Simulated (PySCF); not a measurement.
Predicted microwave data (PBE0-D3(BJ)/def2-SVP geometry optimisation, gas phase in PySCF) for one isomer of C4H5NO:

```
Rotational constants : A = 9285, B = 3419, C = 2539 MHz
Dipole components    : |μa| = 3.27 D, |μb| = 0.62 D, |μc| = 0.00 D
Inertial defect      : -3.17 u·Å²
κ                    : -0.74
```

Problem. Which structure is it? (One computed conformer of each.)
A. 5-methylisoxazole, `Cc1ccno1`
B. `[CH2:1]=[CH:2]/[CH:3]=[N:4]\[CH:5]=[O:6]` with C1–C2–C3–N4 -178°, C3–N4–C5–O6 -72°
C. `c1(C)cnoc1`
D. `[CH:1]#[C:2][C:3](=[O:4])[NH:5][CH3:6]` with C2–C3–N5–C6 180°

Solution. C. It is Cc1cnoc1, an asymmetric top, point group Cs. The candidates at the same level (rigid rotor, commonest isotopes):

```json
{"SMILES": "Cc1cnoc1", "A (MHz)": "9285", "B (MHz)": "3419", "C (MHz)": "2539", "μa (D)": "3.27", "μb (D)": "0.62", "μc (D)": "0.00", "Δ (u·Å²)": "-3.17", "point group": "Cs", "rotor": "asymmetric top"}
{"SMILES": "C=C/C=N\\C=O", "A (MHz)": "9783", "B (MHz)": "2090", "C (MHz)": "1798", "μa (D)": "3.50", "μb (D)": "0.62", "μc (D)": "1.30", "Δ (u·Å²)": "-12.37", "point group": "C1", "rotor": "near-prolate asymmetric top"}
{"SMILES": "C#CC(=O)NC", "A (MHz)": "9123", "B (MHz)": "2342", "C (MHz)": "1886", "μa (D)": "0.24", "μb (D)": "3.88", "μc (D)": "0.02", "Δ (u·Å²)": "-3.18", "point group": "near Cs", "rotor": "asymmetric top"}
{"SMILES": "Cc1ccno1", "A (MHz)": "9329", "B (MHz)": "3597", "C (MHz)": "2639", "μa (D)": "2.04", "μb (D)": "2.43", "μc (D)": "0.00", "Δ (u·Å²)": "-3.18", "point group": "Cs", "rotor": "asymmetric top"}
```

`Cc1ccno1` has B 5 % too high; `C#CC(=O)NC` has B 31 % too low; `C=C/C=N\C=O` has B 39 % too low. In the right answer the mirror of this Cs structure is the ab plane, so μc vanishes by symmetry. No structure here is proved a minimum.
